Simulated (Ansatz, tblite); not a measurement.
Cost and result up the ladder for (H2Al-mu-H)2 (Al2H6) (8 atoms). Total charge 0; singlet. Geometry: PBE0-D4/def2-TZVP.

```xyz
8

Al    1.291    0.130   -0.057
H     1.909    0.142   -1.508
H     2.041    0.256    1.325
H     0.118   -1.151    0.047
Al   -1.291   -0.131    0.058
H    -2.024   -0.254   -1.333
H    -1.927   -0.144    1.502
H    -0.118    1.152   -0.034
```

Ansatz on 4 threads of Arm Neoverse V1 on a shared host; xTB runs through tblite on one thread. Times are rough, summed over both states, and most runs start from the orbitals of an earlier one. PBE0-D4/def2-TZVP serves as the yardstick here, not as an exact answer. The other state is a triplet.

The xTB rows come from tblite.

xTB has no spin-polarisation term.

```
                          level  functions  wall time  vertical triplet (eV)  difference from PBE0-D4/def2-TZVP (eV)
                       GFN2-xTB         24    0.007 s                   4.84                                   -1.14
                       GFN1-xTB         30    0.008 s                   6.38                                    0.41
               PBE-D4/def2-TZVP        110      1.9 s                   5.33                                   -0.65
PBE0-D4/def2-TZVP (with forces)        110      4.3 s                   5.97                                    0.00
            r2SCAN-D4/def2-TZVP        110      4.6 s                   5.59                                   -0.38
```
